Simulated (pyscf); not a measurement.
PH₂• + GeH₄ → PH₃ + GeH₃•, a hydrogen abstraction (doublet surface; Ge–H broken, H–P formed). Single points on ωB97X-D3(BJ)/def2-SVP structures (PySCF, gas phase). MP2 and CC: frozen core, UHF for open shells. ΔMP2 is the change of the MP2 total energy from the triple- to the quadruple-zeta basis. Energies in kJ/mol from the separated reactants.

Small-basis levels: PySCF, no dispersion term, spherical d functions. Open shells are spin-unrestricted. 

Q: In single points HF/STO-3G puts the saddle at 111.4 kJ/mol and the reaction energy at +76.0 kJ/mol. Should these be trusted to within a few kcal/mol? Compare with CCSD(T)/def2-TZVPP + ΔMP2(QZVPP).

A: CCSD(T)/def2-TZVPP + ΔMP2(QZVPP) gives ΔE‡ = 39.1 kJ/mol and ΔE = +14.8 kJ/mol. HF/STO-3G lies 72.2 kJ/mol over it in the barrier and 61.2 kJ/mol over it in the reaction energy, so on this step it does not hold to within 12.6 kJ/mol. CCSD(T)/def2-TZVPP + ΔMP2(QZVPP) has limits of its own. This is the saddle that the search found; another between the same sides may lie lower. The angle at the transferred H is 169°. The CCSD(T) − MP2 part came from Ansatz, without density fitting, on the same reference. The frozen core leaves the outer d or s,p core shells of the metals and heavy elements correlated in the MP2 and CC values, and def2-TZVPP describes them poorly, which can shift differences by a few kcal/mol. In the def2 sets elements up to Kr have no core potential.
